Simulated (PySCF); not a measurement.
Species: C₄H₁₀OS.
SMILES: `CC(C)[S@](C)=O`

The calculation used TDDFT B3LYP/def2-SVPD, vertical, gas phase, core orbitals frozen in the response in PySCF. One conformer (not necessarily the lowest) at the GFN2-xTB geometry, without solvent, vibrations or thermal averaging. Torsions of this conformer, `[CH3:1][CH:2]([CH3:3])[S@:4]([CH3:5])=[O:6]`: C1–C2–S4–C5 -77°.

Computed singlets with f of 0.002 or more:

| state | E (eV) | f |
| --- | --- | --- |
| S1 | 5.65 | 0.056 |
| S2 | 5.82 | 0.0098 |
| S3 | 5.94 | 0.0062 |
| S4 | 6.39 | 0.095 |
| S5 | 6.72 | 0.0089 |
| S6 | 6.77 | 0.0060 |
| S7 | 6.81 | 0.0026 |
| S8 | 6.93 | 0.0053 |

Question: Turn these into Einstein A coefficients, radiative lifetimes, transition dipoles and integrated cross-sections.

Answer: For one non-degenerate pair of states in vacuum, A = 0.6670 f ν̃² s⁻¹ with ν̃ in cm⁻¹, τ = 1/A, |μ|² = 3f / (2ΔE) in atomic units, and the integrated cross-section is ∫σ dE = 109.76 f Mb·eV.

```csv
state,A (s⁻¹),τ,|μ| (D),∫σ dE (Mb·eV)
S1,7.8×10⁷,13 ns,1.62,6.2
S2,1.4×10⁷,69 ns,0.67,1.1
S3,9.5×10⁶,110 ns,0.52,0.68
S4,1.7×10⁸,5.9 ns,1.98,10
S5,1.7×10⁷,57 ns,0.59,0.98
S6,1.2×10⁷,84 ns,0.48,0.66
S7,5.2×10⁶,190 ns,0.32,0.29
S8,1.1×10⁷,90 ns,0.45,0.58
```

Leading configurations: S1 H→L (96%); S2 H→L+2 (90%); S3 H→L+1 (93%); S4 H→L+3 (98%); S5 H→L+4 (41%); S6 H-1→L+2 (79%); S7 H→L+4 (40%); S8 H-1→L+1 (90%) (H = HOMO, L = LUMO).

The rates are for emission to S0 at the absorption energy, with no other channel.

Question: By what factor does the largest A in the list exceed the smallest?

Answer: S4 has 32 times the rate of S7.

Question: What is the integrated cross-section of all computed states together?

Answer: Σf = 0.190 over S1 to S8, so 109.76 × Σf ≈ 20.9 Mb·eV.

Question: Suppose S1 emitted 0.3 eV lower with the same transition dipole. How would A change?

Answer: At fixed |μ|, A goes as the cube of the energy: (5.35/5.65)³ = 0.85, which makes τ about 15 ns.

Hardware: Arm Neoverse V1, one thread (shared host). Cost: 31 s.
